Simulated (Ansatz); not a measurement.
# AlBe (quartet): wave-function methods side by side, def2-TZVPP

An exercise on one series of results from a longer session: the logs are not shown, and one member is left open.

The runs use Ansatz 0.2.0, Gaussian basis; def2-TZVPP, core rule «outside noble gas», up to 6 orbitals frozen.

The runs, in order: UHF; ROHF; CCSD(T) on UHF.

2 further runs of the same task are left out: 2 set aside as unsound or not needed.

## The system

The geometry is a PBE0/def2-TZVP stationary point (not a proven minimum) of the parent state, kept for this charge and spin.

2 atoms, charge 0, spin multiplicity 4.

Atoms are counted from 1 here; the program's logs count them from 0.

No contacts short enough for the rule that draws bonds.

Set-up of the first run:

Contents of in.yaml:

```yaml
crystal:
  periodic: [false, false, false]
  atoms:
    - {symbol: Al, position_ang: [0.000000, 0.000000, 0.000000]}
    - {symbol: Be, position_ang: [0.000000, 0.000000, 2.412500]}
basis:
  gaussian: {orbitals: def2-TZVPP}
magnetization: {spin_polarized: true, initial_magnetization: 3}
hamiltonian: {xc: hf}
output: {orbitals: {seedname: orbitals}}
```

Command:

```sh
$ ansatz run in.yaml --threads 1 --pin off --events-out ev --progress --plain --max-ram 4096MiB --backend cpu
```

Among the steps run: UHF; ROHF; CCSD(T) on UHF.

One of the session's tables, all rows but one given; the rest of the session is left out.

| method | from UCCSD(T) (meV) |
| --- | --- |
| ROHF | +2154.5 |
| UHF | ? |
| UMP2 | +613.7 |
| UCCSD | +99.4 |
| UCCSD(T) | 0 |

**Question.** Estimate the row for UHF.

**Answer.** from UCCSD(T) (meV): +2076.1. In the column «from UCCSD(T) (meV)» it lies between UMP2 (+613.7) and ROHF (+2154.5).
